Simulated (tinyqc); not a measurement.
Worked calculation: CCSD on RHF in the sto-3g basis, frozen core, for H2F+, spin multiplicity 1. Computed by tinyqc, a small Python program that keeps every step (integrals from PySCF). Settings: charge = 1, multiplicity = 1, basis = sto-3g, method = RHF, frozen orbitals = 1, energy threshold = 1e-10, iteration cap = 83, orthogonalisation = symmetric, start = core, DIIS depth = 6, amplitude equations = CCSD, DIIS depth for amplitudes = 4, cap on updates = 72. Command: `OMP_NUM_THREADS=1 python tinyqc.py 27613 27614 out.jsonl` (the two numbers bound the seeds that draw the settings). One thread of a shared host (Intel(R) Xeon(R) Processor @ 2.60GHz), about 0.2 s of CPU time with the checks. The early iterations of the SCF are left out here.

## One-electron integrals

Geometry (angstrom):
```
atom         x          y         z
F     0.000000   0.000000  0.000000
H     0.000000   0.976000  0.557000
H     0.000000  -0.976000  0.557000
```

Basis sto-3g: exponents (1/bohr^2) and contraction coefficients of normalised primitives:
```
element  l (shell)    exponent  coefficient
F            s (1)  166.679130     0.154329
F            s (1)   30.360812     0.535328
F            s (1)    8.216821     0.444635
F            s (2)    6.464803    -0.099967
F            s (2)    1.502281     0.399513
F            s (2)    0.488588     0.700115
F            p (3)    6.464803     0.155916
F            p (3)    1.502281     0.607684
F            p (3)    0.488588     0.391957
H            s (1)    3.425251     0.154329
H            s (1)    0.623914     0.535328
H            s (1)    0.168855     0.444635
```

Overlap, kinetic and nuclear-attraction integrals over the contracted functions; the nuclear repulsion is the sum of Za Zb / Rab.

nuclear repulsion = 8.74731161 hartree

overlap S, order 1F 1s, 1F 2s, 1F 2px, 1F 2py, 1F 2pz, 2H 1s, 3H 1s:
$$\begin{pmatrix}
1.000000 & 0.237990 & 0.000000 & 0.000000 & 0.000000 & 0.030157 & 0.030157 \\
0.237990 & 1.000000 & 0.000000 & 0.000000 & 0.000000 & 0.322918 & 0.322918 \\
0.000000 & 0.000000 & 1.000000 & 0.000000 & 0.000000 & 0.000000 & 0.000000 \\
0.000000 & 0.000000 & 0.000000 & 1.000000 & 0.000000 & 0.237905 & -0.237905 \\
0.000000 & 0.000000 & 0.000000 & 0.000000 & 1.000000 & 0.135772 & 0.135772 \\
0.030157 & 0.322918 & 0.000000 & 0.237905 & 0.135772 & 1.000000 & 0.128922 \\
0.030157 & 0.322918 & 0.000000 & -0.237905 & 0.135772 & 0.128922 & 1.000000
\end{pmatrix}$$

kinetic energy T (hartree), order 1F 1s, 1F 2s, 1F 2px, 1F 2py, 1F 2pz, 2H 1s, 3H 1s:
$$\begin{pmatrix}
36.984577 & -0.212858 & 0.000000 & 0.000000 & 0.000000 & -0.007617 & -0.007617 \\
-0.212858 & 1.037995 & 0.000000 & 0.000000 & 0.000000 & 0.043711 & 0.043711 \\
0.000000 & 0.000000 & 3.248015 & 0.000000 & 0.000000 & 0.000000 & 0.000000 \\
0.000000 & 0.000000 & 0.000000 & 3.248015 & 0.000000 & 0.120574 & -0.120574 \\
0.000000 & 0.000000 & 0.000000 & 0.000000 & 3.248015 & 0.068811 & 0.068811 \\
-0.007617 & 0.043711 & 0.000000 & 0.120574 & 0.068811 & 0.760032 & -0.009459 \\
-0.007617 & 0.043711 & 0.000000 & -0.120574 & 0.068811 & -0.009459 & 0.760032
\end{pmatrix}$$

nuclear attraction V (hartree), order 1F 1s, 1F 2s, 1F 2px, 1F 2py, 1F 2pz, 2H 1s, 3H 1s:
$$\begin{pmatrix}
-77.951382 & -9.400948 & 0.000000 & 0.000000 & -0.009939 & -1.220731 & -1.220731 \\
-9.400948 & -12.481608 & 0.000000 & 0.000000 & -0.122962 & -2.962551 & -2.962551 \\
0.000000 & 0.000000 & -12.342393 & 0.000000 & 0.000000 & 0.000000 & 0.000000 \\
0.000000 & 0.000000 & 0.000000 & -12.447250 & 0.000000 & -1.877380 & 1.877380 \\
-0.009939 & -0.122962 & 0.000000 & 0.000000 & -12.376544 & -1.098861 & -1.098861 \\
-1.220731 & -2.962551 & 0.000000 & -1.877380 & -1.098861 & -5.655697 & -0.851080 \\
-1.220731 & -2.962551 & 0.000000 & 1.877380 & -1.098861 & -0.851080 & -5.655697
\end{pmatrix}$$

core Hamiltonian H = T + V (hartree), order 1F 1s, 1F 2s, 1F 2px, 1F 2py, 1F 2pz, 2H 1s, 3H 1s:
$$\begin{pmatrix}
-40.966805 & -9.613806 & 0.000000 & 0.000000 & -0.009939 & -1.228348 & -1.228348 \\
-9.613806 & -11.443613 & 0.000000 & 0.000000 & -0.122962 & -2.918840 & -2.918840 \\
0.000000 & 0.000000 & -9.094378 & 0.000000 & 0.000000 & 0.000000 & 0.000000 \\
0.000000 & 0.000000 & 0.000000 & -9.199235 & 0.000000 & -1.756806 & 1.756806 \\
-0.009939 & -0.122962 & 0.000000 & 0.000000 & -9.128530 & -1.030050 & -1.030050 \\
-1.228348 & -2.918840 & 0.000000 & -1.756806 & -1.030050 & -4.895666 & -0.860539 \\
-1.228348 & -2.918840 & 0.000000 & 1.756806 & -1.030050 & -0.860539 & -4.895666
\end{pmatrix}$$

## Two-electron integrals

Functions are numbered as in S; the eight-fold symmetry (ij|kl) = (ji|kl) = (kl|ij) leaves the list below.

Two-electron integrals (ij|kl) in chemists' order, unique and non-zero (hartree):
```
(11|11) 5.403501    (21|11) 0.841920    (21|21) 0.156299    (22|11) 1.268028
(22|21) 0.292344    (22|22) 0.926167    (31|31) 0.027998    (32|31) 0.043169
(32|32) 0.204588    (33|11) 1.264502    (33|21) 0.292403    (33|22) 0.925959
(33|33) 0.997514    (41|41) 0.027998    (42|41) 0.043169    (42|42) 0.204588
(43|43) 0.053770    (44|11) 1.264502    (44|21) 0.292403    (44|22) 0.925959
(44|33) 0.889973    (44|44) 0.997514    (51|51) 0.027998    (52|51) 0.043169
(52|52) 0.204588    (53|53) 0.053770    (54|54) 0.053770    (55|11) 1.264502
(55|21) 0.292403    (55|22) 0.925959    (55|33) 0.889973    (55|44) 0.889973
(55|55) 0.997514    (61|11) 0.108044    (61|21) 0.019899    (61|22) 0.037021
(61|33) 0.036963    (61|41) 0.000703    (61|42) 0.001324    (61|44) 0.037098
(61|51) 0.000401    (61|52) 0.000756    (61|54) 0.000077    (61|55) 0.037007
(61|61) 0.002559    (62|11) 0.287220    (62|21) 0.067167    (62|22) 0.239025
(62|33) 0.235452    (62|41) 0.003976    (62|42) 0.031668    (62|44) 0.243359
(62|51) 0.002269    (62|52) 0.018073    (62|54) 0.004513    (62|55) 0.238027
(62|61) 0.008685    (62|62) 0.077401    (63|31) 0.006866    (63|32) 0.041310
(63|43) 0.006582    (63|53) 0.003757    (63|63) 0.011213    (64|11) 0.174715
(64|21) 0.041365    (64|22) 0.157575    (64|33) 0.150943    (64|41) 0.009001
(64|42) 0.060993    (64|44) 0.169048    (64|51) 0.001219    (64|52) 0.011233
(64|54) 0.006576    (64|55) 0.152552    (64|61) 0.005561    (64|62) 0.062655
(64|64) 0.061576    (65|11) 0.099709    (65|21) 0.023607    (65|22) 0.089927
(65|33) 0.086143    (65|41) 0.001219    (65|42) 0.011233    (65|44) 0.088962
(65|51) 0.007561    (65|52) 0.047721    (65|54) 0.008191    (65|55) 0.094574
(65|61) 0.003174    (65|62) 0.035757    (65|64) 0.028742    (65|65) 0.027616
(66|11) 0.461753    (66|21) 0.109734    (66|22) 0.451268    (66|33) 0.436532
(66|41) 0.007731    (66|42) 0.087706    (66|44) 0.469526    (66|51) 0.004412
(66|52) 0.050053    (66|54) 0.018830    (66|55) 0.447278    (66|61) 0.014262
(66|62) 0.192012    (66|64) 0.180943    (66|65) 0.103263    (66|66) 0.774606
(71|11) 0.108044    (71|21) 0.019899    (71|22) 0.037021    (71|33) 0.036963
(71|41) -0.000703   (71|42) -0.001324   (71|44) 0.037098    (71|51) 0.000401
(71|52) 0.000756    (71|54) -0.000077   (71|55) 0.037007    (71|61) 0.002522
(71|62) 0.008420    (71|64) 0.004979    (71|65) 0.003080    (71|66) 0.013729
(71|71) 0.002559    (72|11) 0.287220    (72|21) 0.067167    (72|22) 0.239025
(72|33) 0.235452    (72|41) -0.003976   (72|42) -0.031668   (72|44) 0.243359
(72|51) 0.002269    (72|52) 0.018073    (72|54) -0.004513   (72|55) 0.238027
(72|61) 0.008420    (72|62) 0.061322    (72|64) 0.034494    (72|65) 0.027391
(72|66) 0.121503    (72|71) 0.008685    (72|72) 0.077401    (73|31) 0.006866
(73|32) 0.041310    (73|43) -0.006582   (73|53) 0.003757    (73|63) 0.008523
(73|73) 0.011213    (74|11) -0.174715   (74|21) -0.041365   (74|22) -0.157575
(74|33) -0.150943   (74|41) 0.009001    (74|42) 0.060993    (74|44) -0.169048
(74|51) -0.001219   (74|52) -0.011233   (74|54) 0.006576    (74|55) -0.152552
(74|61) -0.004979   (74|62) -0.034494   (74|64) -0.011280   (74|65) -0.015136
(74|66) -0.063478   (74|71) -0.005561   (74|72) -0.062655   (74|74) 0.061576
(75|11) 0.099709    (75|21) 0.023607    (75|22) 0.089927    (75|33) 0.086143
(75|41) -0.001219   (75|42) -0.011233   (75|44) 0.088962    (75|51) 0.007561
(75|52) 0.047721    (75|54) -0.008191   (75|55) 0.094574    (75|61) 0.003080
(75|62) 0.027391    (75|64) 0.015136    (75|65) 0.020617    (75|66) 0.059554
(75|71) 0.003174    (75|72) 0.035757    (75|74) -0.028742   (75|75) 0.027616
(76|11) 0.078371    (76|21) 0.018505    (76|22) 0.071916    (76|33) 0.070667
(76|44) 0.072207    (76|51) 0.000998    (76|52) 0.009679    (76|55) 0.072798
(76|61) 0.002364    (76|62) 0.023000    (76|64) 0.016408    (76|65) 0.012175
(76|66) 0.061156    (76|71) 0.002364    (76|72) 0.023000    (76|74) -0.016408
(76|75) 0.012175    (76|76) 0.008638    (77|11) 0.461753    (77|21) 0.109734
(77|22) 0.451268    (77|33) 0.436532    (77|41) -0.007731   (77|42) -0.087706
(77|44) 0.469526    (77|51) 0.004412    (77|52) 0.050053    (77|54) -0.018830
(77|55) 0.447278    (77|61) 0.013729    (77|62) 0.121503    (77|64) 0.063478
(77|65) 0.059554    (77|66) 0.270001    (77|71) 0.014262    (77|72) 0.192012
(77|74) -0.180943   (77|75) 0.103263    (77|76) 0.061156    (77|77) 0.774606
```

## Orthogonalisation

S = U s U^T; symmetric (Loewdin) form X = U s^(-1/2) U^T, so that X^T S X = 1.

eigenvalues of S: [0.521507, 0.592971, 0.910784, 1.000000, 1.079229, 1.278107, 1.617401]

X, order 1F 1s, 1F 2s, 1F 2px, 1F 2py, 1F 2pz, 2H 1s, 3H 1s:
$$\begin{pmatrix}
1.023405 & -0.133179 & 0.000000 & 0.000000 & -0.003993 & 0.015889 & 0.015889 \\
-0.133179 & 1.110995 & 0.000000 & 0.000000 & 0.036454 & -0.175479 & -0.175479 \\
0.000000 & 0.000000 & 1.000000 & 0.000000 & 0.000000 & 0.000000 & 0.000000 \\
0.000000 & 0.000000 & 0.000000 & 1.052621 & 0.000000 & -0.143786 & 0.143786 \\
-0.003993 & 0.036454 & 0.000000 & 0.000000 & 1.014961 & -0.072309 & -0.072309 \\
0.015889 & -0.175479 & 0.000000 & -0.143786 & -0.072309 & 1.081328 & -0.049212 \\
0.015889 & -0.175479 & 0.000000 & 0.143786 & -0.072309 & -0.049212 & 1.081328
\end{pmatrix}$$

## Iteration 8 (converged): orbitals

converged F (hartree), order 1F 1s, 1F 2s, 1F 2px, 1F 2py, 1F 2pz, 2H 1s, 3H 1s:
$$\begin{pmatrix}
-26.541262 & -6.769916 & 0.000000 & 0.000000 & -0.019196 & -0.873169 & -0.873169 \\
-6.769916 & -3.557350 & 0.000000 & 0.000000 & -0.075228 & -0.951239 & -0.951239 \\
0.000000 & 0.000000 & -0.981854 & 0.000000 & 0.000000 & 0.000000 & 0.000000 \\
0.000000 & 0.000000 & 0.000000 & -0.880841 & 0.000000 & -0.484772 & 0.484772 \\
-0.019196 & -0.075228 & 0.000000 & 0.000000 & -0.926742 & -0.322112 & -0.322112 \\
-0.873169 & -0.951239 & 0.000000 & -0.484772 & -0.322112 & -0.696373 & -0.222679 \\
-0.873169 & -0.951239 & 0.000000 & 0.484772 & -0.322112 & -0.222679 & -0.696373
\end{pmatrix}$$

Diagonalise F' = X^T F X, C = X C', fill 5 alpha and 5 beta electrons from the bottom; D = 2 C_occ C_occ^T. Each column has its largest component positive (the first on a tie).

F' = X^T F X (hartree):
$$\begin{pmatrix}
-26.064931 & -3.429972 & 0.000000 & 0.000000 & -0.034975 & -0.083920 & -0.083920 \\
-3.429972 & -2.253580 & 0.000000 & 0.000000 & 0.028171 & -0.397551 & -0.397551 \\
0.000000 & 0.000000 & -0.981854 & 0.000000 & 0.000000 & 0.000000 & 0.000000 \\
0.000000 & 0.000000 & 0.000000 & -0.702083 & 0.000000 & -0.386619 & 0.386619 \\
-0.034975 & 0.028171 & 0.000000 & 0.000000 & -0.869300 & -0.229464 & -0.229464 \\
-0.083920 & -0.397551 & 0.000000 & -0.386619 & -0.229464 & -0.374034 & -0.047385 \\
-0.083920 & -0.397551 & 0.000000 & 0.386619 & -0.229464 & -0.047385 & -0.374034
\end{pmatrix}$$

orbital energies (hartree): MO1 -26.550679, MO2 -1.964528, MO3 -1.092455, MO4 -0.994562, MO5 -0.981854, MO6 -0.099462, MO7 0.063723

coefficients C, order 1F 1s, 1F 2s, 1F 2px, 1F 2py, 1F 2pz, 2H 1s, 3H 1s:
$$\begin{pmatrix}
0.994829 & -0.252875 & 0.000000 & 0.053931 & 0.000000 & 0.095264 & 0.000000 \\
0.021796 & 0.965182 & 0.000000 & -0.268538 & 0.000000 & -0.557491 & 0.000000 \\
0.000000 & 0.000000 & 0.000000 & 0.000000 & 1.000000 & 0.000000 & 0.000000 \\
0.000000 & 0.000000 & 0.738525 & 0.000000 & 0.000000 & 0.000000 & 0.777137 \\
0.001687 & 0.073843 & 0.000000 & 0.893515 & 0.000000 & -0.487979 & 0.000000 \\
-0.003428 & 0.080150 & 0.347492 & 0.213183 & 0.000000 & 0.719043 & -0.734155 \\
-0.003428 & 0.080150 & -0.347492 & 0.213183 & 0.000000 & 0.719043 & 0.734155
\end{pmatrix}$$

D after iteration 8, order 1F 1s, 1F 2s, 1F 2px, 1F 2py, 1F 2pz, 2H 1s, 3H 1s:
$$\begin{pmatrix}
2.113079 & -0.473738 & 0.000000 & 0.000000 & 0.062388 & -0.024361 & -0.024361 \\
-0.473738 & 2.008329 & 0.000000 & 0.000000 & -0.337268 & 0.040075 & 0.040075 \\
0.000000 & 0.000000 & 2.000000 & 0.000000 & 0.000000 & 0.000000 & 0.000000 \\
0.000000 & 0.000000 & 0.000000 & 1.090837 & 0.000000 & 0.513262 & -0.513262 \\
0.062388 & -0.337268 & 0.000000 & 0.000000 & 1.607651 & 0.392790 & 0.392790 \\
-0.024361 & 0.040075 & 0.000000 & 0.513262 & 0.392790 & 0.345267 & -0.137735 \\
-0.024361 & 0.040075 & 0.000000 & -0.513262 & 0.392790 & -0.137735 & 0.345267
\end{pmatrix}$$

## Convergence

Stop when the energy changes by less than 1e-10 hartree and every element of the error matrix X^T (F D S - S D F) X is below 3e-06.

Course of the cycle:
```
iteration   E (hartree)     change  largest element of the error matrix
1          -97.87812503          -                             4.97e-01
2          -98.82023026  -9.42e-01                             3.49e-02
3          -98.82344532  -3.22e-03                             1.31e-02
4          -98.82380493  -3.60e-04                             4.13e-03
5          -98.82383873  -3.38e-05                             1.42e-03
6          -98.82384069  -1.96e-06                             1.21e-04
7          -98.82384072  -3.11e-08                             5.25e-07
8          -98.82384072  -2.84e-13                             2.87e-09
```

PySCF RHF in the same basis = -98.82384072 hartree

Converged in 8 iterations.

## Integrals over molecular orbitals

(pq|rs) = sum C_ip C_jq C_kr C_ls (ij|kl), one index at a time.

one-electron integrals over orbitals h = C^T H C (hartree):
$$\begin{pmatrix}
-40.949169 & 0.699293 & 0.000000 & -0.137982 & 0.000000 & -0.254492 & 0.000000 \\
0.699293 & -9.556258 & 0.000000 & 0.337401 & 0.000000 & 1.240913 & 0.000000 \\
0.000000 & 0.000000 & -7.795325 & 0.000000 & 0.000000 & 0.000000 & -2.264731 \\
-0.137982 & 0.337401 & 0.000000 & -8.591944 & 0.000000 & 1.437930 & 0.000000 \\
0.000000 & 0.000000 & 0.000000 & 0.000000 & -9.094378 & 0.000000 & 0.000000 \\
-0.254492 & 1.240913 & 0.000000 & 1.437930 & 0.000000 & -5.309822 & 0.000000 \\
0.000000 & 0.000000 & -2.264731 & 0.000000 & 0.000000 & 0.000000 & -5.896236
\end{pmatrix}$$

Two-electron integrals over orbitals (pq|rs), unique and non-zero (hartree); the lowest 1 orbital is frozen and left out:
```
(22|22) 0.858670    (32|32) 0.151522    (33|22) 0.739107    (33|33) 0.705382
(42|22) -0.008170   (42|33) -0.006122   (42|42) 0.164757    (43|32) 0.009277
(43|43) 0.047208    (44|22) 0.820580    (44|33) 0.695781    (44|42) -0.081346
(44|44) 0.879750    (52|52) 0.184169    (53|53) 0.036734    (54|52) -0.028811
(54|54) 0.052025    (55|22) 0.883998    (55|33) 0.728711    (55|42) -0.047970
(55|44) 0.832029    (55|55) 0.997514    (62|22) -0.132813   (62|33) -0.079724
(62|42) -0.045066   (62|44) -0.097961   (62|55) -0.138901   (62|62) 0.066791
(63|32) 0.027632    (63|43) 0.020218    (63|63) 0.075027    (64|22) -0.149502
(64|33) -0.084989   (64|42) 0.003783    (64|44) -0.155213   (64|55) -0.153458
(64|62) 0.058114    (64|64) 0.076620    (65|52) -0.049007   (65|54) -0.009940
(65|65) 0.022837    (66|22) 0.535628    (66|33) 0.527431    (66|42) 0.061233
(66|44) 0.512900    (66|55) 0.516284    (66|62) -0.040970   (66|64) -0.021126
(66|66) 0.523729    (72|32) 0.072383    (72|43) -0.018319   (72|63) -0.023334
(72|72) 0.058884    (73|22) 0.224708    (73|33) 0.166143    (73|42) -0.050699
(73|44) 0.208879    (73|55) 0.241957    (73|62) -0.067188   (73|64) -0.089716
(73|66) 0.012310    (73|73) 0.166202    (74|32) -0.048427   (74|43) 0.007227
(74|63) -0.044707   (74|72) -0.010937   (74|74) 0.045812    (75|53) 0.025905
(75|75) 0.020352    (76|32) -0.089102   (76|43) -0.050718   (76|63) -0.093627
(76|72) 0.001725    (76|74) 0.059114    (76|76) 0.167291    (77|22) 0.597338
(77|33) 0.594321    (77|42) 0.004452    (77|44) 0.576604    (77|55) 0.587407
(77|62) -0.041123   (77|64) -0.032420   (77|66) 0.518928    (77|73) 0.073776
(77|77) 0.559170
```

## CCSD: starting amplitudes

t_ij^ab = <ij||ab> / (e_i + e_j - e_a - e_b), whose energy is MP2.

Starting amplitudes (spin orbitals 1a, 1b, ...; amplitudes related by a flip of all spins are not repeated):
```
from      to          t
3a 3b  7a 7b  -0.071876
3a 4b  6b 7a  -0.043737
4a 4b  6a 6b  -0.042800
3a 3b  6a 6b  -0.037778
2a 3b  6a 7b   0.022238
3a 4a  6a 7a  -0.021942
3a 4b  6a 7b   0.021794
4a 4b  7a 7b  -0.021645
2a 4b  6a 6b  -0.021054
2a 2b  6a 6b  -0.017906
2a 2b  7a 7b  -0.014516
2a 3a  6a 7a   0.014515
5a 5b  6a 6b  -0.012940
5a 5b  7a 7b  -0.009732
2a 3b  6b 7a  -0.007723
2a 4b  7a 7b   0.003543
```

correlation energy = -0.04051359 hartree

## CCSD: amplitude update 1

t_i^a D_i^a and t_ij^ab D_ij^ab are set to the remaining terms of the spin-orbital equations, evaluated with the old amplitudes; for the doubles these are <ij||ab> + 1/2 <ab||ef> t_ij^ef + 1/2 <mn||ij> t_mn^ab + P(ij)P(ab) <mb||ej> t_im^ae + terms in t^2 + terms with t1, D the orbital-energy denominators.

Amplitudes after update 1 (spin orbitals 1a, 1b, ...; amplitudes related by a flip of all spins are not repeated):
```
from      to          t
3a 3b  7a 7b  -0.089025
3a 4b  6b 7a  -0.053518
4a 4b  6a 6b  -0.049851
3a 3b  6a 6b  -0.048447
3a 4b  6a 7b   0.031511
2a 3b  6a 7b   0.027341
2a 4b  6a 6b  -0.027138
4a 4b  7a 7b  -0.025901
3a 4a  6a 7a  -0.022007
4a        6a   0.021742
2a 2b  6a 6b  -0.017062
2a 3a  6a 7a   0.014641
3a        7a  -0.014629
2a 2b  7a 7b  -0.014099
2a 3b  6b 7a  -0.012700
5a 5b  6a 6b  -0.012295
5a 5b  7a 7b  -0.008925
2a        6a   0.004234
2a 4b  7a 7b   0.002192
```

correlation energy = -0.04884068 hartree

## CCSD: convergence

E_corr = 1/4 sum <ij||ab> t_ij^ab + 1/2 sum <ij||ab> t_i^a t_j^b; stop when the norm of the change is below 1e-8.

Course of the amplitude iterations:
```
update  correlation energy (hartree)  norm of the change
0                        -0.04051359                   -
1                        -0.04884068            7.46e-02
2                        -0.05228531            3.35e-02
3                        -0.05483840            1.62e-02
4                        -0.05489830            3.16e-03
5                        -0.05489363            4.96e-04
6                        -0.05490287            1.07e-04
7                        -0.05490228            1.71e-05
8                        -0.05490218            5.82e-06
9                        -0.05490216            1.64e-06
10                       -0.05490217            4.13e-07
11                       -0.05490217            5.41e-08
12                       -0.05490217            1.33e-08
13                       -0.05490217            3.26e-09
```

Converged amplitudes (spin orbitals 1a, 1b, ...; amplitudes related by a flip of all spins are not repeated):
```
from      to          t
3a 3b  7a 7b  -0.098781
4a 4b  6a 6b  -0.063183
3a 4b  6b 7a  -0.062539
3a 3b  6a 6b  -0.054087
4a        6a   0.045606
3a 4b  6a 7b   0.042766
2a 4b  6a 6b  -0.031554
4a 4b  7a 7b  -0.031514
2a 3b  6a 7b   0.028401
3a 4a  6a 7a  -0.019772
3a        7a  -0.018769
2a 2b  6a 6b  -0.017879
2a 3b  6b 7a  -0.015753
2a 2b  7a 7b  -0.013785
2a 3a  6a 7a   0.012648
5a 5b  6a 6b  -0.012396
5a 5b  7a 7b  -0.008278
2a        6a   0.004614
2a 4b  7a 7b   0.001117
```

CCSD total energy = -98.87874288 hartree

T1 diagnostic, norm of the one-spin t1 over sqrt(correlated electrons) = 0.017512

Converged in 13 updates, with DIIS from the third.
